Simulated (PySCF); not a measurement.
# SiF−: bond curves at several levels of theory

The task here is to estimate one member of a computed series from the others.

Method: Si def2-TZVPPD, F def2-TZVPPD, no relativity; program: PySCF 2.14.0.

1 further run of the same task is left out (set aside as unsound or not needed).

The first run:

A driver script around PySCF takes these settings:

```yaml
atoms: Si, F
charge: -1
basis: Si def2-TZVPPD, F def2-TZVPPD
Hamiltonian: no relativity
basis_functions: 88
electrons_treated: 24
masses_in_u: 27.9769, 18.9984
levels: PBE0, PBE, r²SCAN, M06-2X, TPSSh, MN15, r²SCAN0, M06-L, LC-ωPBE, HF, MP2, SCS-MP2, CCSD, CCSD(T)
grid: 80 radial by 434 angular points
occupations: held fixed by the projection of orbital angular momentum
dissociation_limit: Si + F−, each in its ground configuration
starting_distance_in_angstrom: 1.830
values_of_2S_to_try: 0, 2
```

Command:

```console
OMP_NUM_THREADS=2 python dia.py task.json out
```

Steps of the session up to this table: Set-up; First curve: PBE0; Higher solutions at PBE0; PBE (GGA); r²SCAN (meta-GGA); M06-2X (hybrid meta-GGA); TPSSh; MN15; r²SCAN0; M06-L; LC-ωPBE; UHF (mean field); MP2 and coupled cluster.

One table of the session follows, with a row left open; its other results are not shown here.

```
      level  Re (Å)  ωe (cm⁻¹)  De (eV)
        UHF   1.675        696     3.35
    UHF-MP2   1.713        640     3.27
UHF-SCS-MP2   1.713        638     3.20
   UHF-CCSD       ?          ?        ?
UHF-CCSD(T)   1.709        646     3.32
        PBE   1.731        608     3.41
     r²SCAN   1.703        651     3.64
      M06-L   1.704        642     3.64
      TPSSh   1.713        639     3.52
       PBE0   1.703        651     3.53
    r²SCAN0   1.688        676     3.67
       MN15   1.696        670     3.59
     M06-2X   1.697        676     3.58
    LC-ωPBE   1.708        653     3.44
```

Estimate the missing values for UHF-CCSD.

As computed: Re (Å): 1.702; ωe (cm⁻¹): 658; De (eV): 3.30. In the column «Re (Å)» it lies between M06-2X (1.697) and r²SCAN (1.703).
